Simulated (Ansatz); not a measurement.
Consider the substitution at a C–C bond: `N#CCCC#N` + H–F → `N#CCF` + `CC#N`.

Computed with Ansatz on PBE0-D4/def2-TZVP structures; ΔE is electronic, products minus reactants. CBS: MP2 limit from def2 TZ/QZ plus the TZ coupled-cluster correction, frozen cores. This one scheme is used for every species. Functionals use def2-TZVPP. One conformer a species, not always the lowest.

CCSD(T)/CBS gives +65.3 kJ/mol.

(1) Another level gave +39.0 kJ/mol. Which?
A. revPBE-D4/def2-TZVPP
B. HF/def2-TZVPP
C. CAM-B3LYP-D4/def2-TZVPP
D. BLYP/def2-TZVPP

Largest T1 diagnostic among the species: 0.013.

## Answers

(1) B. HF/def2-TZVPP 39.0, revPBE-D4 53.6, CAM-B3LYP-D4 46.6, BLYP 33.4 kJ/mol.

From BLYP to BHLYP (50 % exact exchange), in def2-TZVPP and without D4, ΔE moves by +10.2 kJ/mol. At CCSD(T), def2-SVP lies −17.7 kJ/mol from the extrapolated value and def2-TZVPP −5.2 kJ/mol.
